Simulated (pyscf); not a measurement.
H₃C–CH₂–B=NH → HB=NH + H₂C=CH₂ (elimination; singlet surface; B–C, C–H broken, B–H formed). Structures and frequencies: ωB97X-D3(BJ)/def2-SVP in PySCF. MP2 and CC: frozen core, UHF for open shells. ΔMP2 is the change of the MP2 total energy from the triple- to the quadruple-zeta basis. Energies in kcal/mol from the reactant's lowest minimum found.

| level | barrier | reaction energy |
|---|---|---|
| ωB97X-D3(BJ)/def2-TZVP | (withheld) | +38.9 |
| PBE/def2-TZVP | 68.7 | +36.6 |
| r²SCAN/def2-TZVP | 71.7 | +37.8 |
| B3LYP-D3(BJ)/def2-TZVP | 76.4 | +34.6 |
| M06-2X/def2-TZVP | 75.8 | +36.5 |
| MP2/def2-QZVPP | 78.9 | +37.3 |
| CCSD(T)/def2-TZVPP + ΔMP2(QZVPP) | (withheld) | (withheld) |

### Question
Fill in the missing entries.

### Answer

- ωB97X-D3(BJ)/def2-TZVP, barrier: 78.1
- CCSD(T)/def2-TZVPP + ΔMP2(QZVPP), barrier: 77.4
- CCSD(T)/def2-TZVPP + ΔMP2(QZVPP), reaction energy: +34.8

Of the functionals in the table, ωB97X-D3(BJ) is closest to CCSD(T)/def2-TZVPP + ΔMP2(QZVPP) in the barrier (0.7 kcal/mol apart) and PBE least close (8.7 kcal/mol); that level has limits of its own. At the saddle there is also a short B–C contact that neither side keeps. This is the saddle that the search found; another between the same sides may lie lower. The CCSD(T) − MP2 part came from Ansatz, without density fitting, on the same reference.
